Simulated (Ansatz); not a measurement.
fcc Pd, treated with PBEsol-D3(BJ) (Ansatz, a quantum-chemistry and plane-wave program, PAW).

Run with plane-wave cutoff 520 eV, 24×24×24 k mesh, Fermi–Dirac smearing 0.05 eV, scalar-relativistic PAW data made under PBE.

Results at a series of volumes:

```csv
V (Å³/atom),E − E_lowest (meV/atom)
13.227,41.43
13.508,17.64
13.789,4.24
14.071,0.00
14.352,3.83
14.634,14.75
14.915,31.91
```

Problem. What bulk modulus B0 and pressure derivative B′ does a third-order Birch–Murnaghan fit give?

Solution. V0 = 14.072 Å³/atom, B0 = 229 GPa, B′ = 5.4 (fit to the energies at full precision).

Measured, for comparison: bulk modulus 195 GPa (zero-point energy and finite temperature contributions removed, our sources range from 187 to 198; as tabulated in doi:10.1021/acs.jctc.3c00612); equilibrium volume per atom 14.56 Å³/atom (static lattice: zero-point anharmonic expansion removed; as tabulated in Mejia-Rodriguez and Trickey (2018), arXiv:1807.09216). Computed (rounded) less measured: bulk modulus +17 % (+16 % to +22 % over the range), equilibrium volume per atom -3.4 %.

The computed numbers hold no vibrational or temperature effects.
